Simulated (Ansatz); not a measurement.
The input, for Ansatz 0.2.0:

```yaml
crystal:
  periodic: [false, false, false]
  atoms:
    - {symbol: Zr, position_ang: [0.000000, 0.000000, 0.000000]}
    - {symbol: S, position_ang: [0.000000, 0.000000, 2.143378]}
basis:
  gaussian: {orbitals: def2-TZVPP}
magnetization: {spin_polarized: false}
correlation: {method: ccsdt_q, electrons: outside_noble_gas}
```

```sh
$ ansatz run in.yaml --threads 2 --pin off --events-out ev --progress --plain --max-ram 16896MiB --backend cuda --devices 0, --max-vram 18GiB
```

Log:

```
1190 factors; integrals over basis functions are off by at most 1.5e-7 eV
mean field evaluation 1: about -12078.4141 eV, gradient 3.4e1 eV
mean field evaluation 2: about -12078.4230 eV, gradient 3.4e1 eV
mean field evaluation 4: about -12082.7596 eV, gradient 2.6e0 eV
mean field evaluation 8: about -12082.8220 eV, gradient 3.2e-1 eV
mean field evaluation 16: about -12078.4141 eV, gradient 3.4e1 eV
mean field evaluation 32: about -12079.9877 eV, gradient 1.8e-3 eV
mean field evaluation 64: about -12081.6892 eV, gradient 1.1e0 eV
mean field evaluation 96: about -12059.8644 eV, gradient 3.1e1 eV
mean field evaluation 128: about -12077.9307 eV, gradient 1.1e1 eV
mean field evaluation 160: about -12081.4134 eV, gradient 2.2e-3 eV
...
cycle  14  -8.44717805 eV  change   -6.4e-5 eV  update   1.5e-4
cycle  15  -8.44715499 eV  change    2.3e-5 eV  update   8.6e-5
cycle  16  -8.44719526 eV  change   -4.0e-5 eV  update   5.2e-5
cycle  17  -8.44720098 eV  change   -5.7e-6 eV  update   2.9e-5
cycle  18  -8.44717933 eV  change    2.2e-5 eV  update   1.5e-5
cycle  19  -8.44717928 eV  change    5.0e-8 eV  update   7.6e-6
cycle  20  -8.44717788 eV  change    1.4e-6 eV  update   4.2e-6
cycle  21  -8.44717668 eV  change    1.2e-6 eV  update   2.0e-6
cycle  22  -8.44717481 eV  change    1.9e-6 eV  update   1.4e-6
cycle  23  -8.44717414 eV  change    6.7e-7 eV  update   7.6e-7
perturbative correction -0.05691503 eV, -0.0020915887 hartree
Total energy: -12091.32948910 eV, -444.3481629271 hartree
```

Ran on 2 threads of AMD EPYC 7R13 with a shared H100 80 GB, shared host: 8.5 s wall, 0.86 GiB peak host memory.
